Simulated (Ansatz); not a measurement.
Ansatz (a quantum-chemistry and plane-wave program) input (PBE/3-21G): The .json file is the Basis Set Exchange's 3-21G.

Ansatz 0.2 input:
```yaml
crystal:
  periodic: [false, false, false]
  atoms:
    - {symbol: C, position_ang: [-0.00517534, -0.10696577, 0.84074838]}
    - {symbol: C, position_ang: [-0.01360476, -0.69854769, -0.52112947]}
    - {symbol: C, position_ang: [0.01459619, 0.56938060, -0.61931483]}
    - {symbol: H, position_ang: [0.91046776, -0.08734705, 1.42564298]}
    - {symbol: H, position_ang: [-0.92297864, -0.04704489, 1.41948447]}
    - {symbol: H, position_ang: [0.03761437, 1.55118910, -1.04695191]}
basis:
  gaussian:
    orbitals: 3-21G.json
hamiltonian:
  xc: {name: PBE}
magnetization: {spin_polarized: true, initial_magnetization: 1}
output: {forces: true}
```

Output:

```
Functional definition: PBE
integrals: 0.01 GiB planned
450 factors; integrals over basis functions are off by at most 8.9e-4 eV
mean field: 0.08 GiB planned
mean field evaluation 1: about -3130.0632 eV, gradient 2.3e1 eV
mean field evaluation 2: about -3129.8786 eV, gradient 2.4e1 eV
mean field evaluation 4: about -3132.7660 eV, gradient 1.8e0 eV
mean field evaluation 8: about -3132.7595 eV, gradient 3.0e-2 eV
mean field -3132.75951132 eV, -115.1267885802 hartree, gradient 7.9e-5 eV, S^2 0.755021; 0 other end points of the search recorded, 0 dependent functions left out
the calculation of the forces begins
reference -3132.75952936 eV, -115.1267892434 hartree; 11, 10 occupied and 22, 23 virtual orbitals, 450 factors
Total energy: -3132.75952936 eV, -115.1267892434 hartree
Atom 0 at    -0.005175    -0.106966     0.840748 Å, force     0.000723     0.177374     0.945650 eV/Å
Atom 1 at    -0.013605    -0.698548    -0.521129 Å, force    -0.051120    -2.438348    -0.738133 eV/Å
Atom 2 at     0.014596     0.569381    -0.619315 Å, force     0.047147     2.096484    -0.316356 eV/Å
Atom 3 at     0.910468    -0.087347     1.425643 Å, force     0.310620    -0.000198     0.131164 eV/Å
Atom 4 at    -0.922979    -0.047045     1.419484 Å, force    -0.311203     0.013471     0.129076 eV/Å
Atom 5 at     0.037614     1.551189    -1.046952 Å, force     0.003833     0.151218    -0.151401 eV/Å
Dipole moment:     0.006196     0.298880     0.111299 e Å
```

The geometry given is a B3LYP-D3(BJ)/def2-TZVP minimum.
